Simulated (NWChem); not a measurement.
Species: pyrazine (C4H4N2); SMILES c1cnccn1

Computed with NWChem. Coordinates come from a B3LYP/6-31G* (spherical d) optimisation. Hybrids' shares of exact exchange are those that their runs print; pure functionals count as 0. The functionals differ in more than this share.

| row | share of exact exchange | highest occupied level (eV) |
|---|---|---|
| PBE/def2-SVP | 0.00 | -5.62 |
| BLYP/def2-SVP | 0.00 | -5.49 |
| B3LYP/def2-SVP | 0.20 | -6.94 |
| PBE0/def2-SVP | 0.25 | -7.24 |
| Hartree-Fock/def2-SVP | 1.00 | withheld |

**Question.** Fit a straight line of the last column on the one before it, predict the withheld value, and compare with the run.

**Answer.** 
1. Means of the 4 shown rows: x = 0.113, y = -6.322. Slope Σ(x − x̄)(y − ȳ)/Σ(x − x̄)² = -0.3529/0.05188 = -6.802; intercept -5.557.
2. The shown rows scatter about the line by 0.048 (root mean square); the largest residual is +0.07, at BLYP/def2-SVP.
3. At x = 1.00 (Hartree-Fock/def2-SVP; beyond the shown range) the line gives -12.36.
4. The run gives -9.89, +2.47 from the line, 51.3 times the scatter.
